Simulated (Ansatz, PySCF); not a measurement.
System: C$_{2}$H$_{4}$N, charge 1, multiplicity 1. It need not be the lowest isomer of its formula. 
Coordinates optimised at B3LYP-D3(BJ)/def2-TZVP (Ansatz, a quantum-chemistry and plane-wave program):
SMILES: CC#[NH+]
```xyz
7

C     -0.0096     0.0076    -1.2657
C      0.0013    -0.0010     0.1678
N      0.0099    -0.0079     1.3057
H      0.0063     1.0433    -1.6163
H      0.8734    -0.5230    -1.6324
H     -0.9166    -0.4909    -1.6186
H      0.0175    -0.0140     2.3151
```
Charge +1, spin multiplicity 1.

Total electronic energies in hartree. Cores are frozen in the correlated levels unless marked. Spin-orbit coupling is left out. Non-relativistic. CBS marks a two-point X^-3 extrapolation of the correlation energy; Hartree-Fock from the larger set. The bracket is a focal-point correction in the basis named.

| level | program | energy (Eh) |
|---|---|---|
| HF/def2-TZVPD | PySCF | -132.29011 |
| PBE0/STO-3G | Ansatz | -131.26279 |
| PBE0/def2-TZVP | Ansatz | ? |
| TPSSh-D3(BJ)/def2-TZVPD | PySCF + dftd3 | -133.12758 |
| r2SCAN0-D4/def2-TZVPD | Ansatz + dftd4 | ? |
| MN15/def2-TZVPD | PySCF | -132.94830 |
| RPA@PBE/cc-pVTZ | Ansatz | ? |
| CCSD/cc-pVTZ | Ansatz | -132.81185 |
| RI-MP2/CBS(cc-pVTZ,cc-pVQZ)+[CCSD(T)-MP2]/cc-pVTZ | Ansatz | -132.8994 |

Q: Fill in the missing entries.

A: 
- PBE0/def2-TZVP, energy (Eh): -132.95248
- r2SCAN0-D4/def2-TZVPD, energy (Eh): -133.01613
- RPA@PBE/cc-pVTZ, energy (Eh): -133.07799
